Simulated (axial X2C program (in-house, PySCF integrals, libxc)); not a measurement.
## How long does NH⁻ take?

A bond scan computed with an in-house all-electron X2C program for linear molecules (integrals from PySCF). Basis: N dyall-av3z [7s7p3d2f], H dyall-av3z [7s3p2d] (cores contracted in-house).

The run was started with this input:
```json
{"zs": [7, 1], "q": -1, "bas": ["dyall-av3z", "dyall-av3z"], "levels": ["PBE0", "HF", "BLYP"], "cc": true, "r0": 1.03, "thr": -2.0, "nmax": 90, "npts": 10, "nst": 2, "ntry": 6}
```
```bash
python so2c.py task.json out
```

Keys: zs atomic numbers; q charge; bas basis sets; levels methods; cc coupled cluster on or off; r0 starting distance in Å; thr threshold in hartree for freezing inner shells (an s shell follows its p shell); nmax most natural virtual spinors; npts points on the curve; nst determinants followed; ntry starts of the search. HF also brings MP2.

Hardware: 1 thread of Intel(R) Xeon(R) Platinum 8488C (Sapphire Rapids), on a shared host.

Wall time of one point of each curve, integrals apart:

| Hamiltonian | level | points | seconds a point |
| --- | --- | --- | --- |
| spin-free | PBE0 | 10 | 0.31 |
| spin-free | HF | 10 | 0.1 |
| spin-free | CCSD(T) (7 electrons, 90 virtuals) | 7 | 3 |
| spin-free | BLYP | 10 | 0.29 |
| 2c | PBE0 | 10 | 0.38 |
| 2c | HF | 10 | 0.13 |
| 2c | CCSD(T) (7 electrons, 82 virtuals) | 7 | 2.4 |
| 2c | BLYP | 10 | 0.33 |

The rest:

Search with its distance optimisation 5.3 s, atoms 14 s, whole task 78 s. Coupled cluster runs on the points near the minimum only. The program drops outer points, and coupled cluster, when its time limit (not in the input) nears; MP2, further determinants and curves that did not converge are not in the table.
